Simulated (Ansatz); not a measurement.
Species, as SMILES: [C-]#[S+] (C-S).
Atoms: C1, S2. Bonds: C1-S2.

How fast the optimised C1-S2 bond length converges with the basis for several methods (Ansatz, a program for electronic structure): deviation from each method's own reference, in Å. References: CCSD(T) 1.5414 Å, the value in def2-QZVPP; HF 1.5095 Å, the value in pcseg-4; MP2 1.5357 Å, the value in aug-cc-pV(Q+d)Z; PBE 1.5451 Å, the value in pcseg-4; PBE0 1.5280 Å, the value in pcseg-4. Cartesian d functions, on some or all atoms, in 6-31G*, 6-311G**, 6-311+G**; all else is spherical. In correlated methods cores are frozen. No added dispersion term, no relativity. The reference of a correlated method is not its basis-set limit, which lies further on.

```csv
basis,functions,CCSD(T),HF,MP2,PBE,PBE0
def2-SVP,32,___,0.0040,0.0055,0.0081,0.0071
6-31G*,34,___,0.0102,0.0103,0.0170,0.0142
6-311G**,45,___,0.0068,0.0059,0.0104,0.0088
6-311+G**,53,___,0.0060,0.0038,0.0079,0.0071
aug-cc-pV(D+d)Z,55,___,0.0111,0.0190,0.0116,0.0112
pcseg-2,64,___,0.0017,-0.0012,0.0022,0.0020
def2-TZVP,68,___,0.0009,0.0021,0.0013,0.0013
cc-pV(T+d)Z,69,___,0.0023,0.0044,0.0026,0.0024
jun-cc-pV(T+d)Z,87,___,0.0020,0.0036,0.0014,0.0016
aug-cc-pV(T+d)Z,101,___,0.0018,0.0037,0.0012,0.0014
cc-pV(Q+d)Z,119,___,0.0004,0.0002,0.0008,0.0007
def2-QZVPP,127,___,0.0003,-0.0001,0.0008,0.0005
```

Q: Complete the blanks.

A: 
- def2-SVP, CCSD(T): 0.0062
- 6-31G*, CCSD(T): 0.0121
- 6-311G**, CCSD(T): 0.0083
- 6-311+G**, CCSD(T): 0.0063
- aug-cc-pV(D+d)Z, CCSD(T): 0.0206
- pcseg-2, CCSD(T): -0.0001
- def2-TZVP, CCSD(T): 0.0029
- cc-pV(T+d)Z, CCSD(T): 0.0052
- jun-cc-pV(T+d)Z, CCSD(T): 0.0046
- aug-cc-pV(T+d)Z, CCSD(T): 0.0046
- cc-pV(Q+d)Z, CCSD(T): 0.0002
- def2-QZVPP, CCSD(T): 0.0000

Mean absolute deviation over 6-311G**, 6-311+G**, pcseg-2, def2-TZVP, cc-pV(T+d)Z, jun-cc-pV(T+d)Z, aug-cc-pV(T+d)Z: HF 0.0031, MP2 0.0035, PBE0 0.0035, PBE 0.0039, CCSD(T) 0.0046 Å.
